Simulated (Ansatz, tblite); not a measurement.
Cost and result up the ladder for the cluster MgO₂H₂ (the lowest singlet isomer of a short search) (5 atoms). The state is a singlet with charge 0. Geometry: B3LYP-D4/def2-TZVP.

```xyz
5

Mg   -0.003    0.014   -0.009
O    -1.513   -0.153    0.897
O     1.497    0.188   -0.936
H    -2.202    0.099    1.501
H     2.220   -0.148   -1.454
```

Ansatz on 4 threads of Arm Neoverse V2 on a shared host; xTB runs through tblite on one thread. Times are rough, summed over both states, and most runs start from the orbitals of an earlier one. PBE0-D4/def2-TZVP serves as the yardstick here, not as an exact answer. The other state is a triplet.

The xTB rows come from tblite. HOMO above LUMO, or a gap near zero within one spin, warns that the state may not be the lowest or that an electron is smeared out. The structure comes from a short search, and lower isomers may exist.

xTB has no spin-polarisation term.

```csv
level,functions,wall time
GFN1-xTB,16,0.004 s
GFN2-xTB,19,0.008 s
PBE-D4/def2-TZVP,106,2 s
PBE0-D4/def2-TZVP,106,3.1 s
r2SCAN-D4/def2-TZVP,106,5 s
```

(1) Estimate what each level gives for the vertical triplet (eV).

Results:

(1) 
```
              level  vertical triplet (eV)  difference from PBE0-D4/def2-TZVP (eV)                                  remarks
           GFN1-xTB                   4.61                                   -0.47                                        –
           GFN2-xTB                   2.69                                   -2.39                                        –
   PBE-D4/def2-TZVP                   4.53                                   -0.55  gap within one spin near zero (triplet)
  PBE0-D4/def2-TZVP                   5.09                                    0.00                                        –
r2SCAN-D4/def2-TZVP                   4.80                                   -0.29  gap within one spin near zero (triplet)
```
